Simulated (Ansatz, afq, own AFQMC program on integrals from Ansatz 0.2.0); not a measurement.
# Where AFQMC and coupled cluster stand for ZnH2O, triplet

```yaml
atoms:
  - { symbol: Zn, position_ang: [0.0072, 0.0036, 0.3314] }
  - { symbol: O, position_ang: [-0.0463, 0.1223, -1.2131] }
  - { symbol: H, position_ang: [0.4469, -0.5372, -1.7129] }
  - { symbol: H, position_ang: [-0.1772, -1.6405, -0.5367] }
```

Connectivity, by distances: ZnH–OH.

Basis def2-SVP. Only valence electrons are correlated. Ansatz 0.2.0 and our own AFQMC program on the same integrals; the CISD trial comes from CCSD amplitudes, and released means the phaseless constraint is let go. Uncertainties: one standard error, sampling alone. The metal's outer-core s and p shells are frozen, which shifts wave-function levels against functionals.

Determinant: UHF, the one that the program's search chose, which needn't be the lowest solution. The geometry is a point of a scan.

No full CI on the walks' own integrals is used here. The released AFQMC energy serves as the reference, which it does only where one determinant dominates, the energy is flat over the last release times and near the phaseless one (40 meV or 2 meV an electron, half that with transition metals). On small molecules, where full CI could be run and the noise was under 10 meV, such values lay within 10 meV of it in 19 cases of 20, a flattering rate, since the rule was set on those same cases; what remains of the bias isn't in the error bar.

Cautions: no relativity below Rb; outer-core shells of the metal frozen; lower spins were not checked; higher spins were not checked; the released value is read at 1.50 1/Eh (meV from the phaseless value at times in 1/Eh: -7 ± 7 at 0.24, -10 ± 7 at 0.51, -18 ± 8 at 0.99, -14 ± 9 at 1.50); released reference can be 30 meV off for metals.

* T1 diagnostic: 0.0203
* weight of the determinant in the CISD state: 0.888
* ⟨S²⟩ of the determinant: 2.014
* size of the correlated space: 20 electrons in 45 orbitals

```tsv
level	correlation energy (eV)
MP2	-13.3860
CCSD	-12.9759
CCSD(T)	-13.3138
```

Problem. Estimate where phaseless AFQMC with a CISD trial lies against CCSD(T) on the same integrals.

Solution. 0.47 ± 0.20 mEh above CCSD(T).

Reference: AFQMC with the constraint released, correlation energy -13.315 ± 0.009 eV.

| level | E − E(reference) (mEh) | share of correlation (%) |
| --- | --- | --- |
| CCSD(T) | 0.06 ± 0.35 | 99.99 |
| ph-AFQMC/HF | -2.88 ± 1.38 | 100.59 |
| ph-AFQMC/CISD | 0.52 ± 0.40 | 99.89 |

Released energies are given only where the last usable release times agree within the noise; a slower fall can still hide under it.
